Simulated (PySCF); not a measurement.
**[PO2]+ (SMILES O=[P+]=O) at HF/3-21G**

What is the vertical ionisation energy of [PO2]+ at HF/3-21G? 

The results are computed with PySCF 2.14.0.

### 1 The system as given

The species is [PO2]+ (3 atoms), meant as a singlet with charge +1. As SMILES, `O=[P+]=O`. The shape is that of a GFN2-xTB optimisation.

Bond lengths: O1–P2 1.407 Å, P2–O3 1.408 Å. Angles: O1–P2–O3 179.9°.

### 2 The energy at HF/3-21G

job.py reads:

```python
from pyscf import gto, scf

mol = gto.M(
    atom='''
O    0.792290   1.025900   0.548180
P    0.000230  -0.000210   0.000340
O   -0.792520  -1.025690  -0.548520
''',
    basis='3-21g',
    charge=1,
    max_memory=1860,
    verbose=3,
    spin=0,
)

myscf = scf.RHF(mol)
myscf.conv_tol = 1e-10
myscf.kernel()
if not myscf.converged:
    myscf = myscf.newton().run(myscf.mo_coeff, myscf.mo_occ)

e_final = myscf.e_tot
print('E(%s) = %.9f' % ('HF', e_final))
```

Launch:

```bash
$ OMP_NUM_THREADS=1 python job.py
```

The log of the run:

```text
converged SCF energy = -487.357575984583
E(HF) = -487.357575985
```

Run time: 0.6 s. Hardware: 1 thread of Arm Neoverse V1, shared host; peak memory 0.1 GiB.

### 3 Doublet [PO2]2+

job.py reads:

```python
from pyscf import gto, scf

system = gto.M(
    atom='O 0.792290 1.025900 0.548180; P 0.000230 -0.000210 0.000340; O -0.792520 -1.025690 -0.548520',
    spin=1,
    basis='3-21g',
    charge=2,
    verbose=3,
    max_memory=1860,
)

mf = scf.UHF(system)
mf.conv_tol = 1e-10
mf.kernel()
if not mf.converged:
    mf = mf.newton().run(mf.mo_coeff, mf.mo_occ)

e_final = mf.e_tot
print(f'total energy: {e_final:.8f} hartree')
```

Launch:

```bash
$ OMP_NUM_THREADS=1 python job.py
```

The log of the run:

```text
converged SCF energy = -486.621754069233  <S^2> = 1.1295248  2S+1 = 2.3490634
total energy: -486.62175407 hartree
```

It took 0.64 s on 1 thread of Arm Neoverse V1, shared host; peak memory 0.1 GiB.

### 4 Summary of results

Level: HF/3-21G.

```
                                            quantity          value
                        singlet [PO2]+: total energy  -487.35758 Eh
                         singlet [PO2]+: HOMO energy      -22.69 eV
                         singlet [PO2]+: LUMO energy       -7.90 eV
                       singlet [PO2]+: HOMO–LUMO gap       14.79 eV
                       doublet [PO2]2+: total energy  -486.62175 Eh
 doublet [PO2]2+: HOMO energy (highest over α and β)      -31.94 eV
  doublet [PO2]2+: LUMO energy (lowest over α and β)      -17.76 eV
                               doublet [PO2]2+: ⟨S²⟩          1.130
vertical ionisation energy (to the doublet dication)      20.023 eV
```

**Reading.** The vertical ionisation energy comes to 20.02 eV (1932 kJ/mol). The negative HOMO energy of the first species, 22.69 eV, lies 2.67 eV above that difference. Mulliken charges (singlet [PO2]+) run from -0.49 on O1 to +1.98 on P2. ⟨S²⟩ (doublet [PO2]2+) is 1.13 where a pure doublet has 0.75: the reference is spin-contaminated. Mulliken charges (doublet [PO2]2+) run from -0.07 on O1 to +2.14 on P2; they depend strongly on the basis.
